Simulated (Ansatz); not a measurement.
We consider rhombohedral A7 Sb, described by PBE+SOC (plane waves, PAW; Ansatz, a first-principles code).

Numerical settings: plane-wave cutoff 520 eV, 16×16×16 k mesh, Fermi–Dirac smearing 0.05 eV, PAW data made under PBE.

Cell (relaxed at this level):

```cif
data_Sb6
_chemical_formula_sum 'Sb6'
_space_group_name_H-M_alt 'R-3m :H'
_space_group_IT_number 166
_space_group_name_Hall '-R 3 2"'
_cell_length_a 4.37834
_cell_length_b 4.37834
_cell_length_c 11.55398
_cell_angle_alpha 90.000
_cell_angle_beta 90.000
_cell_angle_gamma 120.000
loop_
_atom_site_label
_atom_site_type_symbol
_atom_site_symmetry_multiplicity
_atom_site_Wyckoff_symbol
_atom_site_fract_x
_atom_site_fract_y
_atom_site_fract_z
_atom_site_occupancy
Sb1 Sb 6 c 0.00000 0.00000 0.23254 1
```
(The calculation used a cell of 2 atoms; values per cell refer to that cell.)

Question: Estimate the bulk modulus and pressure derivative B′ of the bulk modulus that the calculation returns.

Answer: 
- bulk modulus = 29.3 GPa
- pressure derivative B′ of the bulk modulus = 7.9

The run finds no gap.

Measured, for comparison: bulk modulus 39.5 GPa (copied from a table, unchecked, extrapolated to 0 K and zero-point effects removed; as tabulated in Lejaeghere et al. (2013), arXiv:1204.2733). Computed (rounded) less measured: bulk modulus not scored (unchecked).

Note: for a layered or molecular solid the relaxed cell lies over 5 % above the published volume, where the minimum can be shallow; the cell comes from a level without a dispersion term, which matters for the spacing of layers, chains or molecules; the bulk modulus comes from volumes at which shape and atoms were relaxed.

Computed values are for the static lattice.
